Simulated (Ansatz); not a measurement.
# BOF: taking an electron away

An exercise on one series of results from a longer session: the logs are not shown, and one member is left open.

The runs use Ansatz 0.2.0, Gaussian basis; unrestricted cation, the program's frozen cores in correlated methods.

The runs, in order: UKS PBE-D4/def2-TZVPP; UKS r2SCAN-D4/def2-TZVPP; UKS PBE0-D4/def2-TZVPP; UKS B3LYP-D4/def2-TZVPP; UKS wB97X-V/def2-TZVPP; UKS wB97M-V/def2-TZVPP; UKS B2PLYP/def2-TZVPP; UHF-CCSD(T)/def2-TZVPP; UHF-CCSD(T)/def2-QZVPP; extrapolation to the limit; then −ε(HOMO) from the neutral's earlier runs with LDA (SPW92), PBE-D4, revPBE-D4, BLYP-D4, r2SCAN-D4, B97M-V, PBE0-D4, B3LYP-D4, r2SCANh-D4, r2SCAN0-D4, HSE06-D4, BHLYP-D4, CAM-B3LYP-D4, LC-ωPBE, ωB97X-V, ωB97M-V.

**The geometry**

The geometry comes from an earlier relaxation with PBE0-D4 in a triple-zeta def2 set; it is a stationary point.

SMILES `O=BF`, 3 atoms, charge 0, spin multiplicity 1.

Atoms are counted from 1 here; the program's logs count them from 0.

Bond lengths: O1–B2 1.206 Å, B2–F3 1.282 Å. Angles: O1–B2–F3 180.0°.

As a file:

```xyz
3
BFO
O     0.9831   -0.5651    0.4799
B     0.0203   -0.0116    0.0099
F    -1.0034    0.5768   -0.4898
```

The first run:

in.yaml

```yaml
crystal:
  periodic: [false, false, false]
  atoms:
    - {symbol: O, position_ang: [0.983135, -0.565126, 0.479935]}
    - {symbol: B, position_ang: [0.020267, -0.011649, 0.009893]}
    - {symbol: F, position_ang: [-1.003402, 0.576784, -0.489828]}
basis:
  gaussian: {orbitals: def2-TZVPP}
total_charge: 1
magnetization: {spin_polarized: true, initial_magnetization: 1}
hamiltonian: {xc: pbe, dispersion: d4}
```

Steps of the session up to this table: Cation, UKS PBE-D4/def2-TZVPP; Cation, UKS r2SCAN-D4/def2-TZVPP; Cation, UKS PBE0-D4/def2-TZVPP; Cation, UKS B3LYP-D4/def2-TZVPP; Cation, UKS wB97X-V/def2-TZVPP; Cation, UKS wB97M-V/def2-TZVPP; Cation, UKS B2PLYP (frozen core)/def2-TZVPP; Cation, UHF-CCSD(T)/def2-TZVPP; Cation, UHF-CCSD(T)/def2-QZVPP.

One table of the session follows, with a row left open; its other results are not shown here.

It belongs to the step «Ionisation energies side by side». Orbital estimates, from the neutral's runs:

| functional | −ε(HOMO) (eV) |
| --- | --- |
| LDA (SPW92) | 8.91 |
| PBE-D4 | 8.66 |
| revPBE-D4 | 8.57 |
| BLYP-D4 | 8.55 |
| r2SCAN-D4 | 8.98 |
| B97M-V | 8.98 |
| PBE0-D4 | 10.29 |
| B3LYP-D4 | 10.02 |
| r2SCANh-D4 | 9.60 |
| r2SCAN0-D4 | 10.52 |
| HSE06-D4 | 9.87 |
| BHLYP-D4 | 11.83 |
| CAM-B3LYP-D4 | 11.81 |
| LC-ωPBE | 13.23 |
| ωB97X-V | ? |
| ωB97M-V | 12.72 |

Q: Estimate the row for ωB97X-V from the others.

The run gave: −ε(HOMO) (eV): 12.80. In the column «−ε(HOMO) (eV)» it lies between ωB97M-V (12.72) and LC-ωPBE (13.23).
